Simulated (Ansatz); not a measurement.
Relaxation of ClH6NSi (9 atoms, charge 0, multiplicity 1), to a largest force component of 0.03 eV/Å in at most 50 steps.

Level of theory: RKS B3LYP-D4/def2-SVP (Ansatz 0.2.0).

```xyz
9
Properties=species:S:1:pos:R:3:forces:R:3
Si -0.964 0.099 -0.829 0.05 -0.12 -0.47
Cl 0.717 -0.422 -2.002 -0.38 0.12 0.24
H -2.107 0.234 -1.774 0.03 -0.01 -0.02
H -0.750 1.406 -0.166 0.01 0.01 0.01
H -1.275 -0.990 0.131 0.02 0.03 -0.02
H 1.562 -0.575 0.484 -0.03 0.01 0.04
N 1.284 -0.107 1.344 0.26 -0.05 0.22
H 1.116 0.873 1.131 0.01 0.03 0.00
H 0.417 -0.518 1.681 0.02 -0.01 -0.01
```

Task: Where does it end, and by what steps?

Result: It converged. The force dipped under the threshold on the way, but the program's further checks kept it going. After 6 steps the energy has fallen by 0.070 eV; H8 moved furthest, 0.23 Å.

```csv
step,energy less start (eV),largest force component (eV/Å),accepted
0,0.0000,0.465,yes
1,-0.0633,0.202,yes
2,0.0258,1.230,no
3,-0.0687,0.081,yes
4,-0.0695,0.036,yes
5,-0.0701,0.009,yes
6,-0.0703,0.030,yes
```

```xyz
9
Properties=species:S:1:pos:R:3
Si -1.092 0.110 -0.954
Cl 0.624 -0.445 -1.999
H -2.201 0.228 -1.937
H -0.865 1.420 -0.294
H -1.416 -0.939 0.046
H 1.662 -0.518 0.548
N 1.456 -0.131 1.470
H 1.233 0.855 1.326
H 0.599 -0.580 1.795
```

Time of the run: 12 s on 2 threads of Arm Neoverse V1, on a shared host, peak memory 0.15 GiB.
